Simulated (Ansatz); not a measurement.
One change: `C=C=CCCl` becomes `C=C=CO`.

Ansatz, PBE0-D4/def2-TZVP geometries, multiplicity 1. Each molecule was computed in one conformer, which needn't be the lowest.

```
                                        property  `C=C=CCCl`
         HOMO–LUMO gap (ωB97M-V/def2-TZVPP) / eV       11.71
            HOMO–LUMO gap (PBE0/def2-TZVPP) / eV        7.42
              HOMO energy (PBE0/def2-TZVPP) / eV       -7.72
             LUMO energy (B3LYP/def2-TZVPP) / eV       -0.53
size of the dipole moment (B3LYP/def2-TZVPP) / D        2.01
           HOMO energy (ωB97M-V/def2-TZVPP) / eV       -9.90
```

(1) Give the same properties after the change, and the shifts. (Estimate.)

Answers

(1) Computed: 
```json
{"property": "HOMO–LUMO gap (ωB97M-V/def2-TZVPP) / eV", "`C=C=CO`": "10.60", "shift": "-1.11"}
{"property": "HOMO–LUMO gap (PBE0/def2-TZVPP) / eV", "`C=C=CO`": "6.33", "shift": "-1.09"}
{"property": "HOMO energy (PBE0/def2-TZVPP) / eV", "`C=C=CO`": "-6.65", "shift": "1.07"}
{"property": "LUMO energy (B3LYP/def2-TZVPP) / eV", "`C=C=CO`": "-0.58", "shift": "-0.05"}
{"property": "size of the dipole moment (B3LYP/def2-TZVPP) / D", "`C=C=CO`": "1.19", "shift": "-0.82"}
{"property": "HOMO energy (ωB97M-V/def2-TZVPP) / eV", "`C=C=CO`": "-8.88", "shift": "1.02"}
```

Dipoles are sizes alone; their direction can turn.

B3LYP here is the variant with VWN-RPA as its local correlation; programs differ in this.
